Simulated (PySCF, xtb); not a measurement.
Bonds broken one at a time in the series Ga SiH3-H. Isolated molecules, 0 K electronic values unless said otherwise. Strings in code marks are SMILES.

Quantity: homolytic bond dissociation enthalpy at 298 K (no spin–orbit term), in kcal/mol. Enthalpy corrections at 298 K come from GFN2-xTB frequencies (xtb).

Level 1: B3LYP/LANL2DZ // r2SCAN-D4/def2-TZVP (PySCF)
Level 2: PBE/6-31G* // r2SCAN-D4/def2-TZVP (PySCF)
Level 3: SVWN5/6-31G* // r2SCAN-D4/def2-TZVP (PySCF)
Level 4: frozen-core MP2/6-31G* // r2SCAN-D4/def2-TZVP (PySCF)

```csv
species,level 1,level 2,level 3,level 4
"Si–Ga bond of `[SiH3][GaH2]`, giving `[GaH2]` and `[SiH3]`",60.5,65.1,75.8,62.8
```
